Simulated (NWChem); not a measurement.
# SiH$_{2}$, triplet; SMILES [SiH2]

```xyz
3

Si     0.0000     0.0000     0.0947
H      1.2873     0.0000    -0.6629
H     -1.2873     0.0000    -0.6629
```
Atoms are numbered in this order, from 1.

In the optimisation the excess spin sits in a1 and b2 (C2v, its own frame). The geometry was optimised at PBE0/def2-SVP, spin-unrestricted. No stability test was run on the SCF state.

Symmetry labels are those of C2v in the frame above (b1 and b2, or b-type labels, depend on it).

Q: List the 6 lowest vertical excitations from LDA (Slater exchange, VWN5)/def2-SVP, spin-unrestricted, TDA (NWChem).

A: 
```tsv
state	energy (eV)	oscillator strength	symmetry of the excitation	<S²>
state 1	4.41	0.007	a2	2.01
state 2	4.70	0.019	a1	2.00
state 3	5.08	0.000	b1	2.00
state 4	5.79	0.000	b1	2.00
state 5	6.15	0.009	b2	2.03
state 6	7.07	0.123	a2	2.01
```
